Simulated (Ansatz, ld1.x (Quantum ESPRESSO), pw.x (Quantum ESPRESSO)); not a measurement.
Which Nb potential is closest to all-electron in the sc crystal?

All use LDA (PW92), scalar-relativistic, no spin, cutoffs from each file’s atomic test, pw.x 7.5; 12³ k-points, Fermi–Dirac smearing 0.01 Ry. Δ is the rms difference from all-electron LAPW of the E(V) curves that follow from fits to the pressures, over ±6 % in volume. Mesh and smearing are coarse and serve the comparison alone. The files are a selection: those with a ghost or negative overlap were mostly not run, and those with noisy or unconverged pressures or nearly equal Δ are left out.

All-electron: a0 = 2.666 Å (V0 = 18.95 Å³/atom), B0 = 150.3 GPa.

Problem. Rank them by Δ, smallest first.
A. PAW, ld1.x (Quantum ESPRESSO) 7.5, LDA (PW92); core [Ar] 3d10, reference 4s2 4p6 4d4 5s1 5p0; waves: 4s (bound): rcut 1.70, rcutus 2.20 bohr; 5s (bound): rcut 1.70, rcutus 2.20 bohr; 4p (bound): rcut 1.75, rcutus 1.90 bohr; 5p (bound, empty): rcut 1.75, rcutus 1.90 bohr; 4d (bound): rcut 1.40, rcutus 1.50 bohr; 4d channel at 2.65 Ry: rcut 1.40, rcutus 1.50 bohr; local part: all-electron potential smoothed inside 2.05 bohr (lloc = -2); core correction: Bessel-smoothed model core, default radius (core density twice the valence density); augmentation: PSQ, inside the norm-conserving radii.
B. norm-conserving Troullier–Martins (Kleinman–Bylander form), ld1.x (Quantum ESPRESSO) 7.5, LDA (PW92); core [Kr], reference 4d4 5s0 5p0; waves: 5s (bound, empty): rc 2.80 bohr; 5p (bound, empty): rc 3.85 bohr; 4d (bound): rc 1.85 bohr; local part: all-electron potential smoothed inside 2.55 bohr (lloc = -1); core correction: a·sin(br)/r model core, default radius (core density twice the valence density).
C. norm-conserving Troullier–Martins (Kleinman–Bylander form), ld1.x (Quantum ESPRESSO) 7.5, LDA (PW92); core [Kr], reference 4d4 5s1 5p0; waves: 5p (bound, empty): rc 3.50 bohr; 4d (bound): rc 2.70 bohr; 5s (bound): rc 3.25 bohr; local part: the s channel; core correction: a·sin(br)/r model core inside 2.65 bohr.

Solution. A (5.2 meV/atom), C (23.0 meV/atom), B (36.4 meV/atom).
